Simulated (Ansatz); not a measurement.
# AlH4+ (triplet): from Hartree-Fock to the top rungs, def2-TZVPP

An exercise on one series of results from a longer session: the logs are not shown, and one member is left open.

Computed with Ansatz 0.2.0, Gaussian basis. Level: def2-TZVPP, core rule «outside noble gas», up to 5 orbitals frozen.

To be run: UHF; ROHF; CCSD(T) on UHF.

2 further runs of the same task are left out: 2 set aside as unsound or not needed.

## The system

The geometry is a PBE0/def2-TZVP stationary point (not a proven minimum).

5 atoms, charge 1, spin multiplicity 3.

Atoms are counted from 1 here; the program's logs count them from 0.

Bond lengths: Al1–H2 1.663 Å, Al1–H3 1.663 Å, Al1–H4 1.663 Å, Al1–H5 1.663 Å. Angles: H2–Al1–H3 135.7°, H2–Al1–H4 64.5°, H2–Al1–H5 135.7°, H3–Al1–H4 135.7°, H3–Al1–H5 64.5°, H4–Al1–H5 135.7°.

Set-up of the first run:

Input file in.yaml:

```yaml
crystal:
  periodic: [false, false, false]
  atoms:
    - {symbol: Al, position_ang: [0.000000, 0.000000, 0.000000]}
    - {symbol: H, position_ang: [0.621180, 1.410429, 0.625916]}
    - {symbol: H, position_ang: [-0.624953, -1.407416, 0.628935]}
    - {symbol: H, position_ang: [-0.629895, 1.403521, -0.632699]}
    - {symbol: H, position_ang: [0.633669, -1.406534, -0.622152]}
basis:
  gaussian: {orbitals: def2-TZVPP}
total_charge: 1
magnetization: {spin_polarized: true, initial_magnetization: 2}
hamiltonian: {xc: hf}
output: {orbitals: {seedname: orbitals}}
```

The run is started by

```bash
$ ansatz run in.yaml --threads 1 --pin off --events-out ev --progress --plain --max-ram 3968MiB --backend cpu
```

Among the steps run: UHF; ROHF; CCSD(T) on UHF.

One table of the session follows, with a row left open; its other results are not shown here.

It belongs to the step «Misses and costs». 

| method | from UCCSD(T) (kcal/mol) |
| --- | --- |
| ROHF | +76.11 |
| UHF | +66.96 |
| UMP2 | ? |
| UCCSD | +1.31 |
| UCCSD(T) | 0 |

Q: Estimate the row for UMP2 from the others.

The run gave: from UCCSD(T) (kcal/mol): +17.77. In the column «from UCCSD(T) (kcal/mol)» it lies between UCCSD (+1.31) and UHF (+66.96).
